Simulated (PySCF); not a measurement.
Compound: acetyl chloride, C₂H₃ClO.
SMILES with atom numbers: `[CH3:1][C:2](=[O:3])[Cl:4]` (hydrogens: H5, H6, H7 on C1)

A GFN2-xTB structure was refined with PBE0-D3(BJ)/def2-SVP geometry optimisation, gas phase (PySCF 2.14.0). Its GFN2-xTB values:

```json
{"coordinate": "C1–C2", "GFN2-xTB": "1.467 Å"}
{"coordinate": "C1–H5", "GFN2-xTB": "1.117 Å"}
{"coordinate": "C2=O3", "GFN2-xTB": "1.180 Å"}
{"coordinate": "C2–Cl4", "GFN2-xTB": "1.795 Å"}
{"coordinate": "C1–C2–O3", "GFN2-xTB": "129.3°"}
{"coordinate": "C1–C2–Cl4", "GFN2-xTB": "111.5°"}
{"coordinate": "C2–C1–H5", "GFN2-xTB": "108.8°"}
{"coordinate": "O3–C2–Cl4", "GFN2-xTB": "119.2°"}
{"coordinate": "H5–C1–H6", "GFN2-xTB": "108.7°"}
{"coordinate": "H6–C1–H7", "GFN2-xTB": "109.3°"}
```

How do these coordinates change at the PBE0-D3(BJ)/def2-SVP level?

```json
{"coordinate": "C1–C2", "PBE0-D3(BJ)/def2-SVP (Å or °)": "1.495", "change": "+0.028"}
{"coordinate": "C1–H5", "PBE0-D3(BJ)/def2-SVP (Å or °)": "1.097", "change": "-0.020"}
{"coordinate": "C2=O3", "PBE0-D3(BJ)/def2-SVP (Å or °)": "1.182", "change": "+0.002"}
{"coordinate": "C2–Cl4", "PBE0-D3(BJ)/def2-SVP (Å or °)": "1.796", "change": "+0.001"}
{"coordinate": "H6–C1–H7", "PBE0-D3(BJ)/def2-SVP (Å or °)": "107.3", "change": "-2.0"}
{"coordinate": "H5–C1–H6", "PBE0-D3(BJ)/def2-SVP (Å or °)": "110.6", "change": "+1.9"}
{"coordinate": "C1–C2–O3", "PBE0-D3(BJ)/def2-SVP (Å or °)": "127.7", "change": "-1.6"}
{"coordinate": "O3–C2–Cl4", "PBE0-D3(BJ)/def2-SVP (Å or °)": "120.7", "change": "+1.5"}
{"coordinate": "C2–C1–H5", "PBE0-D3(BJ)/def2-SVP (Å or °)": "109.5", "change": "+0.7"}
{"coordinate": "C1–C2–Cl4", "PBE0-D3(BJ)/def2-SVP (Å or °)": "111.6", "change": "+0.1"}
```

The energy falls by 0.050 eV over 5 energy and gradient evaluations, the largest force component goes from 0.0304 to 3.5e-04 Eh/bohr, and the atoms move by 0.019 Å rms after alignment. Among the bonds, C1–C2 and C1–H6 change most and about equally (+0.027 to +0.028 Å). Bonds longer at the end by more than 0.005 Å: 3 of 6; shorter: 1. Rotational constants go from 10309, 5029, 3452 to 10189, 4964, 3409 MHz.

The run used 75 basis functions and 33 SCF cycles in all.

Not checked by PBE0-D3(BJ)/def2-SVP frequencies.
